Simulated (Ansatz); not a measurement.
Basis-set extrapolation for HO4S− (`O=S(=O)([O-])O`) (PBE0-D4/def2-TZVPD geometry, frozen core, Ansatz 0.2.0). Multiplicity 1, RHF reference.

```
                     def2-TZVPPD  def2-QZVPPD
                 HF  -697.768163  -697.794765
    MP2 correlation    -1.151761    -1.243361
CCSD(T) correlation    -1.193509    -1.281111
```

Energies in hartree. Use E(X) = E(∞) + A·exp(−7.88·√X) for Hartree–Fock and E(X) = E(∞) + B·X^(−2.97) for correlation, with X = 3 and 4.

Task: What is the CCSD(T) energy at the basis-set limit?

Result: HF limit: -697.794765 + (-0.026602) × 0.13774 = -697.79843. Correlation limit: -1.281111 + (-0.087602) × 0.74074 = -1.34600. Total: -699.14443 hartree, 114.7 kcal/mol below CCSD(T)/def2-TZVPPD.
